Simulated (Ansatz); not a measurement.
# BeBH+ (quartet): from Hartree-Fock to the top rungs, cc-pVDZ

How much of the correlation energy of BeBH+ (quartet) does each wave-function method recover here?

Method: cc-pVDZ, core rule «outside noble gas», up to 2 orbitals frozen; program: Ansatz 0.2.0, Gaussian basis.

The runs, in order: UHF; CCSD(T) on ROHF; CCSD(T) on UHF; BCCD(T) on ROHF; CISD as a restricted active space (open shells left free, so some higher excitations enter); CCSDT(Q) on ROHF; CCSDT(Q) on UHF; CISDTQ; Full CI.

23 further runs of the same task are left out: 11 for a known fault of the program, 5 that didn't finish, 7 set aside as unsound or not needed. Runs told in other sessions of the task aren't counted.

## Step 1: The geometry

The geometry is a PBE0/def2-TZVP stationary point (not a proven minimum) of the parent state, kept for this charge and spin.

3 atoms, charge 1, spin multiplicity 4.

Atoms are counted from 1 here; the program's logs count them from 0.

Bond lengths: B1–Be2 1.813 Å, B1–H3 1.189 Å. Angles: Be2–B1–H3 180.0°.

Coordinates:

| atom | x (Å) | y (Å) | z (Å) |
| --- | --- | --- | --- |
| B1 | 0.00000 | 0.00000 | 0.20781 |
| Be2 | 0.00000 | 0.00000 | -1.60501 |
| H3 | 0.00000 | 0.00000 | 1.39720 |

## Step 2: UHF

The input, in.yaml:

```yaml
crystal:
  periodic: [false, false, false]
  atoms:
    - {symbol: B, position_ang: [0.000000, 0.000000, 0.207806]}
    - {symbol: Be, position_ang: [0.000000, 0.000000, -1.605007]}
    - {symbol: H, position_ang: [0.000000, 0.000000, 1.397201]}
basis:
  gaussian: {orbitals: cc-pVDZ}
total_charge: 1
magnetization: {spin_polarized: true, initial_magnetization: 3}
hamiltonian: {xc: hf}
output: {orbitals: {seedname: orbitals}}
```

On the command line:

```
$ ansatz run in.yaml --threads 1 --pin off --events-out ev --progress --plain --max-ram 2393MiB
```

After this run come: CCSD(T) on ROHF; CCSD(T) on UHF; BCCD(T) on ROHF; CISD as a restricted active space (open shells left free, so some higher excitations enter); CCSDT(Q) on ROHF; CCSDT(Q) on UHF; CISDTQ; Full CI.

**Question.** What will the summary of the whole plan be? Wanted: FCI from the RHF energy; RMP2 from FCI; UMP2 from FCI; RCCSD from FCI; RCCSD(T) from FCI; UCCSD(T) from FCI; RCCSDT(Q) from FCI; UCCSDT(Q) from FCI; T1 diagnostic.

The runs gave:

| quantity | value |
| --- | --- |
| FCI from the ROHF energy | -2.2134 eV |
| RMP2 from FCI | +15.44 kcal/mol |
| UMP2 from FCI | +15.36 kcal/mol |
| RCCSD from FCI | +1.98 kcal/mol |
| RCCSD(T) from FCI | +0.62 kcal/mol |
| UCCSD(T) from FCI | +0.62 kcal/mol |
| RCCSDT(Q) from FCI | 0.00 kcal/mol |
| UCCSDT(Q) from FCI | -0.02 kcal/mol |
| levels within 1 kcal/mol (43 meV) | RCCSD(T), UCCSD(T), BCCD(T), RCCSDT, UCCSDT, CISDTQ, RCCSDT(Q), UCCSDT(Q) |
| T1 diagnostic | 0.041 |
| effectively unpaired electrons | 3.02 |

In words: RCCSD(T) misses by +0.62 kcal/mol, 1.2 % of the correlation energy. The occupations are near whole numbers, but T1 = 0.041 shows that the orbitals relax strongly. These misses are within one basis, not against nature; the frozen cores of restricted and unrestricted runs differ, which can shift their rows.

Levels on UHF freeze UHF's core orbitals, full CI those of ROHF, so the U rows can settle a little off it for that reason alone.

With open shells the CI space here admits some higher excitations, so it is larger than plain CISD.
